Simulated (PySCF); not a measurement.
## Relative stability

Two relaxed structures of CH3BS, singlet (PBE0-D4/def2-TZVP; forces vanish, vibrations not checked).

A:

B1  (0.150, 0.023, 0.901)
C2  (-0.853, 0.108, -0.038)
S3  (0.648, 0.518, -0.932)
H4  (1.043, -0.656, -1.504)
H5  (-1.835, 0.115, -0.473)
H6  (0.781, -0.104, 1.887)
(Å)

B:

```json
{"atom": "B1", "x (Å)": "0.3902", "y (Å)": "-0.0491", "z (Å)": "-1.0725"}
{"atom": "C2", "x (Å)": "-0.5449", "y (Å)": "0.0297", "z (Å)": "-0.0595"}
{"atom": "S3", "x (Å)": "-0.3788", "y (Å)": "0.0683", "z (Å)": "1.6887"}
{"atom": "H4", "x (Å)": "1.1633", "y (Å)": "-0.1157", "z (Å)": "-1.9533"}
{"atom": "H5", "x (Å)": "-1.5907", "y (Å)": "0.0784", "z (Å)": "-0.3613"}
{"atom": "H6", "x (Å)": "0.9594", "y (Å)": "-0.0065", "z (Å)": "1.7546"}
```

PySCF 2.14 with density fitting (its default auxiliary sets; JK sets also for MP2 and CCSD(T)); basis: def2-TZVPP; cores frozen in the correlated methods. B3LYP uses VWN-RPA correlation.

Which structure is lower at CCSD(T), and by how much? (An estimate is asked for; the value comes from the calculation.)

By the calculation: A, by 0.511 eV (electronic energy, against the other). By their contacts, A is CH₃BS ([BH]1[CH][SH]1) and B is CH₃BS ([BH][CH][SH]).

All methods give the same order:

```tsv
method	E(B) − E(A) (eV)
PBE-D4	0.629
r2SCAN-D4	0.593
PBE0-D4	0.609
B3LYP-D4	0.430
wB97M-V	0.533
HF	0.204
MP2	0.628
CCSD	0.447
CCSD(T)	0.511
```

The T1 diagnostic stays at or below 0.014.

Labels in which every atom is bracketed show which atoms are joined, not bond orders.

For scale, one of the runs: CCSD(T)/def2-TZVPP, 146 basis functions, launched by `OMP_NUM_THREADS=2 python run.py`. Hardware: 2 CPU threads of a Oxide Virtual Turin-like, shared host. Wall time 44 s; peak host memory 0.81 GiB.
